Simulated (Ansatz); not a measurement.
Geometry optimisation, RKS r2SCAN/def2-SVP in Ansatz.

Input file:

```yaml
crystal:
  periodic: [false, false, false]
  atoms:
    - { symbol: Si, position_ang: [-0.13176, 0.142378, 0.079639] }
    - { symbol: O, position_ang: [-0.115633, 0.125985, 1.756291] }
    - { symbol: H, position_ang: [-0.98135, 0.171853, 2.184048] }
    - { symbol: H, position_ang: [1.271539, 0.314158, -0.371957] }
    - { symbol: H, position_ang: [-0.947191, 1.295271, -0.419386] }
    - { symbol: H, position_ang: [-0.718424, -1.099867, -0.508484] }
    - { symbol: H, position_ang: [1.264889, -2.011478, 0.811356] }
    - { symbol: H, position_ang: [1.08833, -1.7077, 1.436393] }
basis:
  gaussian: { orbitals: def2-SVP }
hamiltonian:
  xc: r2scan
relax:
  f_tol: 0.03
  max_steps: 50
```

Launched with:

```bash
$ ansatz run input.yaml --threads 1 --pin off --max-ram 2048MiB --backend cpu --events-out ev --progress --plain --runs-dir out
```

Where does it end, and by what steps?

The forces met the threshold. The force dipped under the threshold on the way, but the program's further checks kept it going. After 16 steps the energy has fallen by 0.166 eV; H7 moved furthest, 1.39 Å.

```tsv
step	energy less start (eV)	largest force component (eV/Å)	accepted
0	0.0000	1.461	yes
1	-0.1010	0.106	yes
2	-0.1327	0.104	yes
3	-0.1438	0.149	yes
4	-0.1500	0.237	yes
5	-0.1538	0.249	yes
6	-0.1568	0.148	yes
7	-0.1607	0.054	yes
8	-0.1617	0.223	yes
9	-0.1630	0.115	yes
10	-0.1639	0.007	yes
11	-0.1647	0.035	yes
12	-0.1649	0.092	yes
13	-0.1652	0.045	yes
14	-0.1654	0.006	yes
15	-0.1655	0.008	yes
16	-0.1656	0.022	yes
```

```xyz
8
Properties=species:S:1:pos:R:3
Si -0.311 0.484 -0.166
O 0.089 0.064 1.402
H -0.629 -0.243 1.968
H 0.961 0.895 -0.816
H -1.282 1.623 -0.204
H -0.919 -0.660 -0.915
H 1.536 -2.819 1.916
H 1.283 -2.113 1.784
```

The run took 38 s on 1 thread of Arm Neoverse V1, with other jobs on the host, peak memory 0.12 GiB.
